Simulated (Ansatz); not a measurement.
**BSiH₆ (doublet): wB97M-V, B2PLYP, RPA-PBE over a scan of the distance B1–H4 along a hydrogen transfer, cc-pVDZ**

The task here is to estimate one member of a computed series from the others.

The runs use Ansatz 0.2.0, Gaussian basis; cc-pVDZ, all electrons in the functionals, frozen cores in the correlation of double hybrids and RPA.

Plan: wB97M-V, B2PLYP, RPA-PBE, at 1.194 Å; 1.305 Å; 1.529 Å; 1.752 Å; 1.976 Å.

### What is computed

The geometry derives from fragments relaxed apart (PBE0/def2-TZVP) and kept rigid, so it is no stationary point. A hydrogen atom is moved between rigid fragments.

8 atoms, charge 0, spin multiplicity 2.

Atoms are counted from 1 here; the program's logs count them from 0.

Bond lengths: B1–H2 1.193 Å, B1–H3 1.193 Å, B1–H4 1.193 Å, Si5–H6 1.486 Å, Si5–H7 1.486 Å, Si5–H8 1.486 Å. Angles: H2–B1–H3 120.0°, H2–B1–H4 120.0°, H3–B1–H4 120.0°, H6–Si5–H7 111.3°, H6–Si5–H8 111.3°, H7–Si5–H8 111.3°.

No dispersion term is added; wB97M-V holds VV10 nonlocal correlation.

The geometry shown and the zero of energy belong to the point 1.194 Å. The yardstick, UCCSDT(Q), and other wave-function levels (R restricted, U unrestricted, valence and pair active spaces) come from earlier runs.

Set-up of the first run:

Contents of in.yaml:

```yaml
crystal:
  periodic: [false, false, false]
  atoms:
    - {symbol: B, position_ang: [-2.394752, 0.000000, 0.000001]}
    - {symbol: H, position_ang: [-2.991485, 1.033572, 0.000000]}
    - {symbol: H, position_ang: [-2.991486, -1.033571, 0.000001]}
    - {symbol: H, position_ang: [-1.201287, 0.000000, 0.000000]}
    - {symbol: Si, position_ang: [1.021248, 0.000000, 0.000000]}
    - {symbol: H, position_ang: [1.471220, -1.416253, 0.000000]}
    - {symbol: H, position_ang: [1.471222, 0.708126, -1.226512]}
    - {symbol: H, position_ang: [1.471223, 0.708127, 1.226511]}
basis:
  gaussian: {orbitals: cc-pVDZ}
magnetization: {spin_polarized: true, initial_magnetization: 1}
hamiltonian: {xc: {name: wB97M-V}}
output: {forces: true, orbitals: {seedname: orbitals}}
```

Started as:

```console
> ansatz run in.yaml --threads 1 --pin off --events-out ev --progress --plain --max-ram 3968MiB --backend cpu
```

Steps of the session up to this table: wB97M-V, 1.194 Å; wB97M-V, 1.305 Å; wB97M-V, 1.529 Å; wB97M-V, 1.752 Å; wB97M-V, 1.976 Å; B2PLYP, 1.194 Å; B2PLYP, 1.305 Å; B2PLYP, 1.529 Å; B2PLYP, 1.752 Å; B2PLYP, 1.976 Å; RPA-PBE, 1.194 Å; RPA-PBE, 1.305 Å; RPA-PBE, 1.529 Å; RPA-PBE, 1.752 Å; RPA-PBE, 1.976 Å.

One of the session's tables, all rows but one given; the rest of the session is left out.

| level | 1.305 Å | 1.529 Å | 1.752 Å | 1.976 Å |
| --- | --- | --- | --- | --- |
| UCCSDT(Q) | ? | ? | ? | ? |
| wB97M-V | 2.2 | 12.4 | 16.1 | 16.9 |
| B2PLYP | 2.3 | 12.5 | 15.8 | 16.4 |
| RPA-PBE | 2.1 | 12.1 | 15.1 | 15.1 |

Q: Estimate the row for UCCSDT(Q) from the others.

The run gave: 1.305 Å: 2.4; 1.529 Å: 13.2; 1.752 Å: 16.5; 1.976 Å: 16.3. In the column «1.305 Å» it is the highest.

Caveats from the session: Energies in kcal/mol, counted from 1.194 Å; blanks weren't run or aren't comparable.
